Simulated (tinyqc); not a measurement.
Worked calculation: geometry optimisation on the unrestricted PBE/sto-3g surface (energies and gradients from PySCF), for BH, spin multiplicity 3. One step of it, computed by the program tinyqc.

Task: Step 2: move. Quasi-Newton step p = -H^(-1) g (the inverse Hessian comes from BFGS updates; coordinates in the order x, y, z of each atom); steps longer than 0.1 bohr are cut back.

positions after step 1 (bohr):
```
           x         y          z
1B  0.000000  0.000000  -0.070710
2H  0.000000  0.000000   2.190984
```

gradient (hartree/bohr):
```
             x           y            z
1B  0.00000000  0.00000000  -0.00711003
2H  0.00000000  0.00000000   0.00711051
```

inverse Hessian in use (bohr^2/hartree):
```
          1         2         3         4         5         6
1  3.333333  0.000000  0.000000  0.000000  0.000000  0.000000
2  0.000000  3.333333  0.000000  0.000000  0.000000  0.000000
3  0.000000  0.000000  2.416667  0.000000  0.000000  0.916688
4  0.000000  0.000000  0.000000  3.333333  0.000000  0.000000
5  0.000000  0.000000  0.000000  0.000000  3.333333  0.000000
6  0.000000  0.000000  0.916688  0.000000  0.000000  2.416625
```

Give: positions after step 2.

Result:

positions after step 2 (bohr):
```
        x      y       z
1B  0.000  0.000  -0.060
2H  0.000  0.000   2.180
```
